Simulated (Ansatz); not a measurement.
# AlH3: the cost of one run

All numbers below are computed with Ansatz 0.2.0 (RKS PBE-D4/def2-TZVP).

## 1. The system as given

Bond lengths: Al1–H2 1.560 Å, Al1–H3 1.560 Å, Al1–H4 1.560 Å. Angles: H2–Al1–H3 120.0°, H2–Al1–H4 120.0°, H3–Al1–H4 120.0°.

As a file:

```xyz
4

Al    0.0000    0.0000    0.0000
H     0.0000    0.0000    1.5600
H     1.3510    0.0000   -0.7800
H    -1.3510    0.0000   -0.7800
```

## 2. Relaxing the start

Contents of input.yaml:

```yaml
crystal:
  periodic: [false, false, false]
  atoms:
    - { symbol: Al, position_ang: [0.0, 0.0, 0.0] }
    - { symbol: H, position_ang: [0.0, 0.0, 1.56] }
    - { symbol: H, position_ang: [1.351, 0.0, -0.78] }
    - { symbol: H, position_ang: [-1.351, 0.0, -0.78] }
basis:
  gaussian: { orbitals: def2-TZVP }
hamiltonian:
  xc: pbe
  dispersion: d4
relax:
  f_tol: 0.02
  max_steps: 40
```

Run with:

```
> ansatz run input.yaml --threads 1 --pin off --max-ram 2048MiB --backend cpu --events-out ev --progress --plain --runs-dir out
```

**Question.** How long does this run take on 1 thread of Arm Neoverse V2, shared host, and how much memory does it need?

About 1.9 s, with a peak of 0.091 GiB.
